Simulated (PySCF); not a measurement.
**NH₂ radical: EPR parameters at several levels of theory**

How much do the EPR parameters of NH₂ radical (`[NH2]`) depend on the level of theory, and what does each level cost?

Programs: PySCF 2.14.0, with density-fitted response routines of our own. Each step states its level of theory. These are calculated values for one molecule in the gas phase, unless marked as measured. Atoms are numbered from 0 throughout.

## (1) The molecule as given

3 atoms, charge 0, multiplicity 2; geometry from: GFN2-xTB.

Bonds of the start (Å): N0–H1 1.01, N0–H2 1.01.

## (2) Geometry optimisation at PBE0-D3(BJ)/def2-TZVP

The job: settings as JSON, then the geometry in Å.

```
{"job": {"xc": "PBE0", "basis": "def2-TZVP", "d3": "d3bj", "grid": 2, "kind": "geom"}, "charge": 0, "multiplicity": 2}
N      0.000380     0.071740    -0.000570
H     -0.838470    -0.494080    -0.001180
H      0.833200    -0.502830     0.009090
```

What it wrote:

```text
step   0  E = -55.83332095  max force = 0.026161
step   1  E = -55.83494280  max force = 0.006973
step   2  E = -55.83501254  max force = 0.000135
step   3  E = -55.83501266  max force = 0.000012
optimisation converged
```

Wall time 1.6 s (2 threads of Arm Neoverse V2, shared host).

The steps of the relaxation:

```
step  energy from step 0 (eV)  largest force component (eV/Å)
   0                   0.0000                          1.3453
   1                  -0.0441                          0.3586
   2                  -0.0460                          0.0069
   3                  -0.0460                          0.0006
```

Distances of close pairs at the start and the end, largest changes first:

```
 bond  before (Å)  after (Å)  change (Å)
N0–H2       1.012      1.027      +0.015
N0–H1       1.012      1.027      +0.015
```

The next job starts from the end point, and lists it.

```
                         at the end point                value
  point group (found at 0.08 Å tolerance)                  C2v
rotational constants (GHz, main isotopes)  703.5, 387.7, 250.0
                        dipole moment (D)                 1.95
                                     ⟨S²⟩                0.754
```

## (3) g tensor and hyperfine couplings: B3LYP/pcH-2

The job: settings as JSON, then the geometry in Å.

```
{"job": {"kind": "epr", "xc": "B3LYP", "basis": "pcH-2"}, "charge": 0, "multiplicity": 2}
N      0.000635     0.117259    -0.000929
H     -0.806926    -0.516975    -0.000808
H      0.801401    -0.525453     0.009077
```

Method: UKS B3LYP, pcH-2 on H N, non-relativistic, mean-field spin-orbit, GIAO.

What it wrote:

```text
UKS, coarse grid
  cycle   1  E = -55.89860780  |g| = 1.50e-01
  cycle   2  E = -55.90124821  |g| = 1.32e-01
  cycle   3  E = -55.90853341  |g| = 3.45e-02
  cycle   4  E = -55.90901218  |g| = 4.83e-03
  cycle   5  E = -55.90902653  |g| = 1.01e-03
  cycle   6  E = -55.90902781  |g| = 2.57e-04
UKS, final grid
  cycle   1  E = -55.90903121  |g| = 2.05e-04
  cycle   2  E = -55.90903121  |g| = 2.43e-04
  cycle   3  E = -55.90903123  |g| = 2.96e-05
  cycle   4  E = -55.90903123  |g| = 7.35e-07
internal stability: stable
E = -55.90903123 Eh   <S^2> = 0.7531 (exact 0.7500)
g shifts (ppm)      1          2          3
  rmc          -201       -201       -201
  gc             -7         48         40
  oz_so           5       1618       5280
  total        -203       1464       5119
hyperfine (MHz)  atom isotope    a_iso     a_fc   dipolar eigenvalues
    0   14N      28.48      28.48    -47.07    -45.94     93.02
    1    1H     -60.46     -60.46    -55.52     -6.08     61.60
    2    1H     -60.46     -60.46    -55.52     -6.08     61.60
```

It took 3.6 s on 2 threads of Arm Neoverse V2, shared host.

Principal g values 2.00212, 2.00378, 2.00744; g(iso) = 2.00445, against 2.00232 for a free electron.

Hyperfine couplings; where a row names several nuclei, a(iso) is their mean (it holds for fast rotation or exchange) and the dipolar term the largest among them:

```
nuclei  isotope  a(iso) (MHz)  a(iso) (G, at g = 2.0023)  largest dipolar term (MHz)
H1, H2       1H         -60.5                      -21.6                        61.6
    N0      14N          28.5                       10.2                        93.0
```

Mulliken spin populations:

```
atom  value (e)
  N0       1.05
  H1      -0.03
  H2      -0.03
```

In first order the couplings over 0.8 MHz of 1H, 14N give 9 distinct lines over 63.5 G, if the averaged nuclei exchange fast.

## (4) EPR parameters: PBE0/pcH-2

The job: settings as JSON, then the geometry in Å.

```
{"job": {"kind": "epr", "xc": "PBE0", "basis": "pcH-2"}, "charge": 0, "multiplicity": 2}
N      0.000635     0.117259    -0.000929
H     -0.806926    -0.516975    -0.000808
H      0.801401    -0.525453     0.009077
```

With the program's defaults for keys left out, this is: UKS PBE0, pcH-2 on H N, non-relativistic, mean-field spin-orbit, GIAO.

What it wrote:

```text
UKS, coarse grid
  cycle   1  E = -55.82902594  |g| = 1.47e-01
  cycle   2  E = -55.83425598  |g| = 9.92e-02
  cycle   3  E = -55.83809732  |g| = 3.61e-02
  cycle   4  E = -55.83862863  |g| = 5.16e-03
  cycle   5  E = -55.83864553  |g| = 1.10e-03
  cycle   6  E = -55.83864689  |g| = 2.92e-04
UKS, final grid
  cycle   1  E = -55.83865390  |g| = 1.95e-04
  cycle   2  E = -55.83865391  |g| = 1.92e-04
  cycle   3  E = -55.83865393  |g| = 4.15e-05
  cycle   4  E = -55.83865393  |g| = 8.58e-07
internal stability: stable
E = -55.83865393 Eh   <S^2> = 0.7536 (exact 0.7500)
g shifts (ppm)      1          2          3
  rmc          -199       -199       -199
  gc             -8         47         40
  oz_so           9       1551       4881
  total        -198       1400       4722
hyperfine (MHz)  atom isotope    a_iso     a_fc   dipolar eigenvalues
    0   14N      25.89      25.89    -46.88    -45.41     92.29
    1    1H     -63.76     -63.76    -55.84     -5.09     60.92
    2    1H     -63.76     -63.76    -55.84     -5.09     60.92
```

It took 3.6 s on 2 threads of Arm Neoverse V2, shared host.

In short: g(iso) 2.00429.

## (5) g tensor and hyperfine couplings: PBE/pcH-2

The job: settings as JSON, then the geometry in Å.

```
{"job": {"kind": "epr", "xc": "PBE", "basis": "pcH-2"}, "charge": 0, "multiplicity": 2}
N      0.000635     0.117259    -0.000929
H     -0.806926    -0.516975    -0.000808
H      0.801401    -0.525453     0.009077
```

Method: UKS PBE, pcH-2 on H N, non-relativistic, mean-field spin-orbit, GIAO.

What it wrote:

```text
UKS, coarse grid
  cycle   1  E = -55.81991094  |g| = 1.73e-01
  cycle   2  E = -55.80925904  |g| = 2.30e-01
  cycle   3  E = -55.83318206  |g| = 3.29e-02
  cycle   4  E = -55.83358826  |g| = 5.80e-03
  cycle   5  E = -55.83360344  |g| = 1.00e-03
  cycle   6  E = -55.83360367  |g| = 1.67e-04
UKS, final grid
  cycle   1  E = -55.83361135  |g| = 1.88e-04
  cycle   2  E = -55.83361133  |g| = 3.02e-04
  cycle   3  E = -55.83361137  |g| = 9.78e-06
  cycle   4  E = -55.83361137  |g| = 2.64e-06
internal stability: stable
E = -55.83361137 Eh   <S^2> = 0.7528 (exact 0.7500)
g shifts (ppm)      1          2          3
  rmc          -197       -197       -197
  gc             -7         47         40
  oz_so           7       1612       4790
  total        -197       1462       4633
hyperfine (MHz)  atom isotope    a_iso     a_fc   dipolar eigenvalues
    0   14N      20.13      20.13    -47.45    -46.18     93.63
    1    1H     -57.31     -57.31    -54.93     -4.75     59.68
    2    1H     -57.31     -57.31    -54.93     -4.75     59.68
```

It took 2.8 s on 2 threads of Arm Neoverse V2, shared host.

This run: g(iso) 2.00429.

## (6) g tensor and hyperfine couplings: CAM-B3LYP/pcH-2

The job: settings as JSON, then the geometry in Å.

```
{"job": {"kind": "epr", "xc": "CAM-B3LYP", "basis": "pcH-2"}, "charge": 0, "multiplicity": 2}
N      0.000635     0.117259    -0.000929
H     -0.806926    -0.516975    -0.000808
H      0.801401    -0.525453     0.009077
```

With the program's defaults for keys left out, this is: UKS CAM-B3LYP, pcH-2 on H N, non-relativistic, mean-field spin-orbit, GIAO.

What it wrote:

```text
UKS, coarse grid
  cycle   1  E = -55.86960535  |g| = 1.49e-01
  cycle   2  E = -55.87755357  |g| = 7.55e-02
  cycle   3  E = -55.87953580  |g| = 2.82e-02
  cycle   4  E = -55.87985625  |g| = 5.29e-03
  cycle   5  E = -55.87987899  |g| = 1.28e-03
  cycle   6  E = -55.87988132  |g| = 3.12e-04
UKS, final grid
  cycle   1  E = -55.87988421  |g| = 1.72e-04
  cycle   2  E = -55.87988424  |g| = 1.13e-04
  cycle   3  E = -55.87988425  |g| = 6.28e-05
  cycle   4  E = -55.87988425  |g| = 2.08e-06
internal stability: stable
E = -55.87988425 Eh   <S^2> = 0.7531 (exact 0.7500)
g shifts (ppm)      1          2          3
  rmc          -202       -202       -202
  gc             -7         48         40
  oz_so           5       1666       5704
  total        -203       1512       5543
hyperfine (MHz)  atom isotope    a_iso     a_fc   dipolar eigenvalues
    0   14N      24.70      24.70    -46.94    -45.89     92.83
    1    1H     -60.91     -60.91    -55.64     -6.31     61.95
    2    1H     -60.91     -60.91    -55.64     -6.31     61.95
```

Wall time 3.7 s (2 threads of Arm Neoverse V2, shared host).

This run: g(iso) 2.00460.

## (7) Side by side: EPR parameters

g, ⟨S²⟩ and isotropic hyperfine couplings (MHz), with basis size and wall time:

```
            run   g(iso)   ⟨S²⟩  1H H1 (mean)  14N N0  functions   time
    B3LYP/pcH-2  2.00445  0.753         -60.5    28.5        103  3.6 s
     PBE0/pcH-2  2.00429  0.754         -63.8    25.9        103  3.6 s
      PBE/pcH-2  2.00429  0.753         -57.3    20.1        103  2.8 s
CAM-B3LYP/pcH-2  2.00460  0.753         -60.9    24.7        103  3.7 s
```

## (8) Results

```
                            quantity                       value
                         point group                         C2v
rotational constants (main isotopes)  703.53, 387.69, 249.95 GHz
                      g(iso) (B3LYP)                     2.00445
                                ⟨S²⟩          0.753 (exact 0.75)
  largest a(iso) (averaged by class)     1H on H1, H2, -60.5 MHz
```

**Reading.** Single values in the summary come from the first run of each kind that ended normally (B3LYP/pcH-2), which need not be the best level. Over 3 steps the energy fell by 0.046 eV; of the close pairs, N0–H2 changed most, 1.012 to 1.027 Å. No frequency check was run at this level, so the end point may be a saddle. N0 carries the largest spin population, 1.05 e. The isotropic g lies 2.1 ppt above the free-electron value. The coupling of 1H on H1 runs from -63.8 (PBE0/pcH-2) to -57.3 MHz (PBE/pcH-2).
